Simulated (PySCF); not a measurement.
Reaction (SMILES): CS (CH3-SH) → [CH2-]S + H+
B3LYP-D3(BJ)/def2-TZVP geometries, fixed; electronic energies without zero-point terms.
Largest species:
```
C
H 1 1.0879
H 1 1.0879 2 110.33
H 1 1.0886 2 108.79 3 -119.26
S 1 1.8231 2 111.32 4 -116.63
H 5 1.3429 1 97.06 2 -61.78
```
Charge 0, spin multiplicity 1.

Effect of the auxiliary basis of density fitting at HF/def2-TZVP with PySCF, against the last row, where the deprotonation energy is 414.74 kcal/mol. The proton leaves the site shown, which need not be the most acidic.

```json
[
 {"setting": "density fitting: autoaux", "fitting functions, largest species": "525", "largest shift of a total energy (mEh)": "0.029", "shift of the deprotonation energy (kcal/mol)": "0.010"},
 {"setting": "density fitting: def2-universal-jkfit", "fitting functions, largest species": "275", "largest shift of a total energy (mEh)": "0.051", "shift of the deprotonation energy (kcal/mol)": "0.010"},
 {"setting": "density fitting: cc-pvtz-jkfit", "fitting functions, largest species": "320", "largest shift of a total energy (mEh)": "0.096", "shift of the deprotonation energy (kcal/mol)": "0.023"},
 {"setting": "density fitting: cc-pvqz-jkfit", "fitting functions, largest species": "458", "largest shift of a total energy (mEh)": "0.058", "shift of the deprotonation energy (kcal/mol)": "0.009"},
 {"setting": "density fitting: none", "fitting functions, largest species": "-", "largest shift of a total energy (mEh)": "0.000", "shift of the deprotonation energy (kcal/mol)": "0.000"}
]
```

Within 0.02 kcal/mol in the deprotonation energy: density fitting: autoaux; density fitting: def2-universal-jkfit; density fitting: cc-pvqz-jkfit. The largest shift is 0.096 mEh in a total energy and 0.023 kcal/mol in the difference.
